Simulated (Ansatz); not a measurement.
Antiferromagnetic (type II) rock-salt MnS was calculated with revPBE (Ansatz, a quantum-chemistry and plane-wave program, PAW).

Settings: plane-wave cutoff 520 eV, spin-polarised with opposed moments, scalar-relativistic PAW data made under PBE.

Cell (relaxed at this level):

```
CELL_PARAMETERS angstrom
      5.17168     2.56908     2.56908
      2.56908     5.17168     2.56908
      2.56908     2.56908     5.17168
ATOMIC_POSITIONS crystal
  Mn 0.00000 0.00000 0.00000
  Mn 0.50000 0.50000 0.50000
  S  0.25000 0.25000 0.25000
  S  0.75000 0.75000 0.75000
```
Starting moments (μB, in the order of the record's atoms Mn Mn S S): 5.0 -5.0 0.0 0.0.

Q: Predict the magnetic moment (largest site, within a sphere).

A: 
* **magnetic moment (largest site, within a sphere)**: 4.16 μB

Note: the bulk modulus comes from volumes at which shape and atoms were relaxed.

Moments are spin moments.

The computed numbers hold no vibrational or temperature effects.

Cost on a shared machine: roughly 8 core-minutes.
